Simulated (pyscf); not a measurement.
Thermochemistry of product channels of H₂As–In [singlet] + H₂O on the singlet surface, in kcal/mol, from ωB97M-D3(BJ)/def2-TZVP energies (ideal gas, 1 atm, RRHO with modes under 100 cm⁻¹ raised to 100, one conformer, R ln 2 for chiral ones without a mode under 150 cm⁻¹). Optimised with ωB97X-D3(BJ)/def2-SVP in PySCF.

```json
[
 {"products": "O=In–AsH₂ + H₂", "ΔE": "+49.1", "ΔH(298 K)": "+44.7", "ΔG(600 K)": "+49.1", "ΔG(900 K)": "+50.7"},
 {"products": "HO–In=AsH + H₂", "ΔE": "+20.1", "ΔH(298 K)": "+17.0", "ΔG(600 K)": "+20.7", "ΔG(900 K)": "+21.7"}
]
```

These are energies of the channels, which say nothing of barriers. Elements up to Kr have no core potential and no relativistic terms here. Elements past Kr carry the def2 core potentials, without spin-orbit coupling.
